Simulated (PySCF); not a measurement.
**Electronic absorption of 2-propanamine**

Compound: 2-propanamine, C3H9N.
SMILES: `CC(C)N`

Computed with TDDFT CAM-B3LYP/def2-SVPD, vertical, gas phase, core orbitals frozen in the response (PySCF). The structure is a single PBE0-D3(BJ)/def2-SVP conformer in the gas phase; no vibrational or solvent corrections. Torsions of this conformer, `[CH3:1][CH:2]([CH3:3])[NH2:4]`: H–N4–C2–C1 178°, H–N4–C2–C1 61°.

Q: Predict the UV-vis stick spectrum at this level.

A: 

| state | E (eV) | E (hartree) | f | \|μ\| (D) | symmetry | main configurations (H = HOMO, L = LUMO) |
| --- | --- | --- | --- | --- | --- | --- |
| S1 | 6.39 | 0.2347 | 0.013 | 0.74 | A′ | H→L (82%), H→L+2 (12%) |
| S2 | 7.63 | 0.2804 | 0.0001 | 0.06 | – | H→L+1 (76%), H→L+4 (21%) |
| S3 | 7.82 | 0.2872 | 0.039 | 1.15 | A′ | H→L+3 (47%), H→L+2 (31%), H→L (14%) |
| S4 | 7.98 | 0.2931 | 0.078 | 1.61 | A′ | H→L+2 (52%), H→L+3 (42%) |
| S5 | 8.69 | 0.3195 | 0.038 | 1.08 | A″ | H→L+4 (71%), H→L+1 (22%) |
| S6 | 9.10 | 0.3344 | 0.0076 | 0.47 | A′ | H→L+5 (85%) |
| S7 | 9.19 | 0.3379 | 0.064 | 1.36 | A″ | H-1→L (96%) |
| S8 | 9.25 | 0.3398 | 0.020 | 0.75 | A′ | H→L+6 (92%) |
| S9 | 9.44 | 0.3470 | 0.0052 | 0.38 | A′ | H-2→L (87%) |
| S10 | 9.71 | 0.3569 | 0.0046 | 0.35 | A′ | H→L+9 (51%), H→L+7 (32%) |

Triplets (Tamm–Dancoff): T1 6.08 eV, H→L (77%), H→L+2 (15%); T2 7.42 eV, H→L+1 (63%), H→L+4 (31%); T3 7.55 eV, H→L+3 (73%), H→L (11%); T4 7.74 eV, H→L+2 (71%), H→L+3 (11%).

The lowest singlet lies at 6.39 eV (194 nm, vacuum ultraviolet) and is weak; its leading configuration is HOMO→LUMO (82%). The most intense listed level is S4 at 7.98 eV (155 nm, f = 0.078), 1.59 eV above S1. Löwdin shares by element: HOMO nitrogen 60%, carbon 14% or more, hydrogen 13% or more; LUMO carbon 40%, hydrogen 9% or more (atoms not listed hold the other 51%). Weighted by f, the mean energy of these states is 8.45 eV. The oscillator strengths of these states sum to 0.270; summed over the whole spectrum of an exact calculation they would give the number of electrons, 34 (Thomas–Reiche–Kuhn). Of the 10 states listed, 6 reach f = 0.01 and 1 stays under 0.0005. The vertical ionisation energy is 9.43 eV (ΔSCF), so S9 and higher lie in the continuum; a finite Gaussian basis only mimics such states. Symmetry labels in Cs follow from the direction of the transition dipole and are given only for states with f of 0.002 or more. Only the lowest 10 singlets were computed, as vertical energies without vibronic structure.
